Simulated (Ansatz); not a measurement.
# What a trial cell of Zr₃H₂ relaxes into

Theory: DFT PBE, scalar-relativistic, plane waves, PAW in Ansatz. Cutoff 420 eV, Γ-centred k mesh, Gaussian smearing, no spin polarisation in the final step.

The start is a random cell of Zr₃H₂ with space group P6mm (No. 183), drawn with lower limits on the distances.

```xyz
5
Lattice="4.8075 0.0000 0.0000 -2.4037 4.1634 0.0000 0.0000 0.0000 3.7023" Properties=species:S:1:pos:R:3 pbc="T T T"
Zr    2.4037    0.0000    0.4628
Zr   -1.2019    2.0817    0.4628
Zr    1.2019    2.0817    0.4628
H     2.4037    1.3878    0.9256
H     0.0000    2.7756    0.9256
```

Cell and atoms relax at zero pressure; the relaxation can't lower the symmetry of the start. After a coarse first stage the cell is made exact in the group found at 0.06 Å.

Energies over the elements count from the elements' standard structures at the same level (H₂ as a molecule), with no empirical corrections.

Task: What does it relax into?

Result: It ends in P6/mmm (No. 191). Conventional cell: a = 5.953 Å, c = 2.952 Å. Zr has 4 H at 2.27 Å and 6 Zr at 2.95–2.98 Å; around H lie 6 Zr at 2.27 Å.

Space group P6/mmm (No. 191). a = 5.953 Å, b = 5.953 Å, c = 2.952 Å, α = 90.00°, β = 90.00°, γ = 120.00°
```tsv
atom	site	symmetry	x	y	z
Zr	3g	mmm	0.5000	0.0000	0.5000
H	2c	-6m2	0.6667	0.3333	0.0000
```

Task: What are its volume, energy, density and gap?

Result: The volume per atom is 18.12 Å³ and the density is 5.05 g/cm³. The energy over the elements is 0.38 eV/atom and the gap on the 6×6×12 mesh is 0 eV (a metal).

The final run used a 6×6×12 mesh on its 5-atom cell and 0.10 eV smearing. For metals, differences of a few meV/atom aren't resolved. A structure relaxed within its symmetry needn't be a true minimum.

Cost: 2 runs of about 1.4 core-minutes in all, on Arm Neoverse V2 (shared hosts).